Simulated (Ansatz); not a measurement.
Frontier orbitals of C₂HFO₂.

```xyz
6

O     0.977   -0.426    0.858
C    -0.131   -0.449    0.123
C    -0.269    0.497   -1.032
F    -1.163    1.386   -0.724
O    -0.977   -1.292    0.214
H     1.564    0.283    0.561
```

Charge 0, multiplicity 1. The bonds changed during the relaxation, so this is another structure than the one it started from. The structure was optimised at the PBE0-D4/def2-TZVP level. It is one conformer, not always the lowest. Basis def2-TZVPP, Ansatz.

Orbital energies of one run (eV). Highest occupied ones, from the top: -6.31, -8.50, -9.08, -11.03, -11.99, -12.35, -13.32, -13.62, -15.60, -17.08, -19.37, -28.12, -30.26, -34.66. Empty: -4.19, -1.59, 0.42, 2.95, 3.54, 5.11.

Problem. Which functional gave them?
A. HSE06 (plane-wave form)
B. ωB97M-V
C. r2SCAN
D. r2SCAN0

Solution. C. HOMO energies: r2SCAN -6.31, ωB97M-V -10.01, r2SCAN0 -7.81, HSE06 -7.16 eV.
